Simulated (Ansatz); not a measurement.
PH3F+ (SMILES F[PH3+]): methods side by side

PH3F+ has 5 atoms, charge +1, and is taken as a singlet. As SMILES, `F[PH3+]`. Geometry: relaxed at GFN2-xTB.

```xyz
5

F    -1.3655    0.2504    0.3411
P     0.1226   -0.0224   -0.0307
H     0.0382   -0.4286   -1.3494
H     0.4861   -1.0083    0.8681
H     0.7186    1.2089    0.1708
```

Each level gives the energy change with the P2–H5 bond stretched from 1.383 to 1.728 Å (eV). The values are calculated.

```tsv
level	kind	program	value (eV)	less FCI/STO-3G
BLYP/STO-3G (restricted)	GGA	Ansatz	0.62	-0.18
BHLYP/STO-3G (restricted)	global hybrid	Ansatz	0.98	+0.18
r2SCAN0/STO-3G (restricted)	hybrid meta-GGA	Ansatz	0.90	+0.10
HSE06/STO-3G (restricted)	range-separated hybrid	Ansatz	0.83	+0.03
wB97X/STO-3G (restricted)	range-separated hybrid	Ansatz	0.90	+0.10
MP2/STO-3G (restricted)	perturbation theory	Ansatz	0.98	+0.18
BCCD(T)/STO-3G (restricted)	coupled cluster or CI	Ansatz	0.80	0.00
CCSD/STO-3G (restricted)	coupled cluster or CI	Ansatz	0.82	+0.02
FCI/STO-3G	exact in the basis	Ansatz	0.80	0.00
```

FCI/STO-3G is exact within its basis and frozen core, so for wave-function methods in that basis the difference is their error; functionals converge differently with the basis, so for them it is only a difference. The first shape isn't each level's own minimum. The values span 0.62 to 0.98 eV. All rows use very small basis sets, so none should be taken for the real molecule's value.
